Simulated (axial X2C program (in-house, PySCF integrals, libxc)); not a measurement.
## Low determinants of NO⁻ at the PBE0 level, 2c

All values were computed with an axial X2C code built on PySCF integrals. Two-component (2c) means X2C with spin–orbit coupling and atomic mean-field two-electron Coulomb and Gaunt terms. Basis: O dyall-av3z [7s6p3d2f], N dyall-av3z [7s7p3d2f] (cores contracted in-house); Gaussian nuclei, density fitting, unrestricted open shells. Masses: O 15.995 u, N 14.003 u.

Search at 1.248 Å (vertical energies from the lowest determinant):

| ΔE (eV) | state | electrons beyond evenly filled partner blocks | electrons in ±ω = 1/2, 3/2, 5/2, 7/2 |
| --- | --- | --- | --- |
| 0.00 | Ω = 1 | ω = -1/2, ω = 3/2 | 13 3 0 0 |
| 0.95 | Ω = 0 | none | 14 2 0 0 |
| 0.96 | Ω = 2 | ω = 1/2, ω = 3/2 | 13 3 0 0 |
| 0.97 | Ω = 0 | none | 12 4 0 0 |
| 2.18 | Ω = 1 | 2 × ω = 1/2 | 14 2 0 0 |
| 2.48 | Ω = 3 | 2 × ω = 3/2 | 12 4 0 0 |
| 6.56 | Ω = 3 | 2 × ω = 3/2 | 14 2 0 0 |

Lowest determinant, Ω = 1 (⟨Sz⟩ = 1.00, ⟨Lz⟩ = 0.00 at PBE0): Re = 1.246 Å, ωe = 1449.3 cm⁻¹.

The determinant in row 2 of the search, Ω = 0 (closed shell), was followed along the bond at PBE0; measured from the minimum of the lowest determinant it gives:

Te = 0.937 eV (7557 cm⁻¹), Re = 1.227 Å, ωe = 1463.5 cm⁻¹.

(1) Compare the bond of the determinant in row 2 with that of the lowest one.

The search compares states at one distance, so a state with another bond length can lie lower; it is not exhaustive and yields mostly the lowest determinant of each block pattern, so other components and higher states of one pattern are missing. These are energies of single determinants, not of spin-adapted states; PBE0 term energies can be off by some tenths of an eV, and the functional has no current term. Open-shell Ω = 0 determinants with evenly filled partner blocks cannot be reached by this program, so the Ω shown need not be the lowest component. The lowest determinant need not be the ground state where others lie within half an eV. A closed-shell Ω = 0 row of a π² shell mixes the 0⁺ component of the triplet with ¹Σ⁺ and matches no level; 0⁺ can lie lowest. For an anion, determinants above electron detachment are held by the basis set. The highest occupied level of some functionals is positive through self-interaction error; at Hartree–Fock it is bound. Row 1 has a positive highest level at its minimum. Row 2 has a positive highest level at its minimum.

## Answers

(1) At PBE0 its Re is 0.019 Å shorter and its force constant, which goes as ωe², is 1.02 times that of the lowest determinant. T0 ≈ Te + Δωe/2 = 7557 + (7) = 7564 cm⁻¹.
